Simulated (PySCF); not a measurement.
Bond stretch in SMILES C(=C)=C, singlet. The C1–C4 bond (C1 also carries H, H; C4 carries C) is stretched with both fragments frozen at the PBE0/def2-TZVP optimised geometry.

Computed with: UKS-B3LYP = unrestricted B3LYP/cc-pVDZ run with PySCF 2.14.0; RHF/cc-pVDZ (PySCF); RKS-B3LYP/6-311+G** = restricted B3LYP/6-311+G**, spherical d run with PySCF 2.14.0; UKS-wB97X-V = unrestricted wB97X-V/cc-pVDZ (PySCF); UCCSD = PySCF with CCSD on UHF/cc-pVDZ, 3 core orbitals frozen.

Energies are in eV, each relative to the lowest point of its own curve near equilibrium.

| R / Å | UKS-B3LYP | RHF | RKS-B3LYP/6-311+G** | UKS-wB97X-V | UCCSD |
|---|---|---|---|---|---|
| 0.97 | 7.848 | 7.935 | 7.224 | 8.015 | 8.460 |
| 1.03 | 4.653 | 4.667 | 4.245 | 4.767 | 5.103 |
| 1.09 | 2.524 | 2.493 | 2.272 | 2.594 | 2.838 |
| 1.18 | 0.731 | 0.681 | 0.632 | 0.757 | 0.886 |
| 1.23 | 0.250 | 0.211 | 0.203 | 0.260 | … |
| 1.26 | 0.091 | 0.066 | 0.067 | 0.095 | 0.139 |
| 1.30 | 0.000 | 0.000 | 0.000 | 0.000 | … |
| 1.34 | 0.023 | 0.055 | … | 0.023 | 0.000 |
| 1.38 | 0.136 | 0.208 | 0.165 | 0.139 | 0.099 |
| 1.42 | 0.321 | 0.438 | 0.356 | 0.331 | … |
| 1.50 | 0.845 | … | 0.885 | 0.879 | 0.783 |
| 1.60 | 1.674 | 2.048 | 1.710 | 1.755 | 1.600 |
| 1.75 | 3.046 | 3.669 | 3.072 | 3.179 | 2.934 |
| 1.96 | 4.743 | … | 4.905 | 4.921 | 4.633 |
| 2.17 | 6.106 | 7.322 | 6.456 | 6.343 | 5.971 |
| 2.32 | 6.881 | 7.998 | 7.354 | 7.143 | 6.686 |
| 2.60 | 7.845 | 8.678 | 8.576 | 8.096 | 7.493 |
| 2.84 | 7.951 | 8.959 | 9.226 | 8.507 | 7.790 |
| 3.19 | — | 9.160 | 9.724 | 8.786 | 7.947 |
| 3.47 | — | 9.240 | — | 8.882 | 7.991 |
| 3.88 | — | 9.300 | — | 8.940 | 8.016 |
| 4.50 | — | 9.340 | — | 8.965 | 8.027 |

### Question
Complete the blanks.

### Answer

- 1.23, UCCSD: 0.335
- 1.30, UCCSD: 0.006
- 1.34, RKS-B3LYP/6-311+G**: 0.040
- 1.42, UCCSD: 0.273
- 1.50, RHF: 1.067
- 1.96, RHF: 5.791

Dashes: no converged value, or the column stops at the first point that the program doubted or that broke a chosen test of continuity, which isn't proof of a fault.

The unrestricted solution behind UKS-B3LYP changes between 2.32 and 2.60 Å and between 2.60 and 2.84 Å, which can leave a kink. The unrestricted determinant behind UKS-B3LYP is spin-contaminated at 1.75 to 2.60 Å (<S²> up to 1.5, against 0.00 for a pure singlet). The restricted form behind RHF, RKS-B3LYP/6-311+G** keeps the bonding electrons paired and can't separate into open-shell fragments. The unrestricted solution behind UKS-wB97X-V changes between 2.32 and 2.60 Å, which can leave a kink. The unrestricted determinant behind UKS-wB97X-V is spin-contaminated at 1.75 to 4.50 Å (<S²> up to 2.0, against 0.00 for a pure singlet). The unrestricted determinant behind UCCSD is spin-contaminated at 1.34 to 4.50 Å (<S²> up to 2.3, against 0.00 for a pure singlet).
